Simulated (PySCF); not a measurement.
## Basis-set dependence of BP⁺ at MP2

PySCF, UHF reference; quartet, unpaired electrons σ ↑, π ↑↑; De to B⁺ + P without counterpoise correction. Frozen cores follow the default of each basis and core potential.

```
        basis     relativity  functions  Re (Å)  ωe (cm⁻¹)  De (eV)  frozen orbitals
jorge-DZP-DKH  spin-free X2C         39   1.866        766     1.99                6
  aug-pcseg-1  no relativity         50   1.849        784     1.90                6
  def2-TZVPPD  no relativity         85   1.839        804     2.27                6
```

(1) How does each smaller set differ from the one with most functions, def2-TZVPPD?

Correlated steps freeze 6 core orbitals. Correlated levels converge slowly with the basis: in double zeta they bind strong bonds too weakly, by up to about 1 eV, and carry superposition errors of some tenths. For an ion De counts to the pair picked by the measured ionisation energies or electron affinities, which need not be the lowest pair at this level. The state is the lowest determinant that a PBE0 search found; another state may lie lower at other levels.

Answers

(1) jorge-DZP-DKH: +2.7 pm, -4.7 % in ωe, -0.28 eV in De; aug-pcseg-1: +1.0 pm, -2.5 % in ωe, -0.37 eV in De. All at MP2; the set with most functions is neither the basis-set limit nor always the best. The rows treat relativity differently, so the differences are not basis effects alone.
